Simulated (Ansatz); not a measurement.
Elements on the sites of an ideal fluorite lattice, at a guessed lattice constant:

```yaml
crystal:
  lattice:
    - [4.67307, 2.33654, -2.33654]
    - [2.33654, 4.67307, 2.33654]
    - [4.67307, -2.33654, 2.33654]
  atoms:
    - { symbol: F, position: [0.45833, 0.33333, 0.62500] }
    - { symbol: F, position: [0.79167, 0.66667, 0.62500] }
    - { symbol: F, position: [0.95833, 0.33333, 0.12500] }
    - { symbol: F, position: [0.29167, 0.66667, 0.12500] }
    - { symbol: F, position: [0.62500, 0.00000, 0.12500] }
    - { symbol: F, position: [0.12500, 0.00000, 0.62500] }
    - { symbol: F, position: [0.37500, 0.00000, 0.87500] }
    - { symbol: F, position: [0.70833, 0.33333, 0.87500] }
    - { symbol: F, position: [0.87500, 0.00000, 0.37500] }
    - { symbol: F, position: [0.20833, 0.33333, 0.37500] }
    - { symbol: F, position: [0.54167, 0.66667, 0.37500] }
    - { symbol: F, position: [0.04167, 0.66667, 0.87500] }
    - { symbol: Ca, position: [0.83333, 0.33333, 0.50000] }
    - { symbol: Ca, position: [0.16667, 0.66667, 0.50000] }
    - { symbol: Pb, position: [0.50000, 0.00000, 0.50000] }
    - { symbol: Pb, position: [0.00000, 0.00000, 0.00000] }
    - { symbol: Pb, position: [0.33333, 0.33333, 0.00000] }
    - { symbol: Pb, position: [0.66667, 0.66667, 0.00000] }
```

Cell and atoms were relaxed without symmetry on coarser meshes and computed once more. These are results of Ansatz 0.2.0, DFT PBE, scalar-relativistic, plane waves, PAW, not measurements.

Settings: cutoff 420 eV, Γ-centred mesh 3×3×3 on the computed 18-atom cell, Gaussian smearing of 0.02 eV; no spin polarisation.

The relaxation ran on 2×2×2 (shifted) and then 3×2×2 k points with a smearing of 0.1 eV, from sites shaken by 0.02 Å.

What does the relaxation give?

A volume of 16.64 Å³/atom and a gap on the mesh of 4.74 eV. It lies 2.87 eV/atom below the elements' standard states (static lattices, no corrections for gases). The atoms leave their sites by 0.09 Å (root mean square) and 0.14 Å at most, and the cell stretches by up to 0.1 % at fixed volume.

```xyz
18
Lattice="5.8475 2.9267 -2.9257 2.9246 5.8454 2.9193 5.8412 -2.9194 2.9205" Properties=species:S:1:pos:R:3 pbc="T T T"
F     7.2972    1.5814    1.4503
F    10.2230    4.3946    1.3394
F     7.3860    4.3118   -1.3878
F     4.4630    4.3079    1.5328
F     7.3060    7.3187    1.4468
F     4.2689   -1.4482    1.4505
F    10.2314    4.3824    4.3834
F    10.1498    1.5477    1.3782
F    10.3440    7.3037    1.4605
F     4.3901    1.4608    1.5717
F     7.3158    4.2741    1.4607
F     7.2269    1.5437    4.2986
Ca    8.7673    2.9267   -0.0077
Ca    5.8454    2.9289    2.9187
Pb    8.7687    5.8504    2.9152
Pb    8.7655    2.9274    5.8382
Pb    8.7654    0.0322    2.9439
Pb   11.6885    2.9042    2.8874
```

Spin-orbit coupling is left out, which matters for the bands of heavy elements. The gap is read on a mesh, which can miss the band edges, so it can be too wide.

Cost: 2 runs of about 4 core-minutes in all (earlier runs that led there not counted), on Intel Xeon Platinum 8488C (Sapphire Rapids) (shared hosts).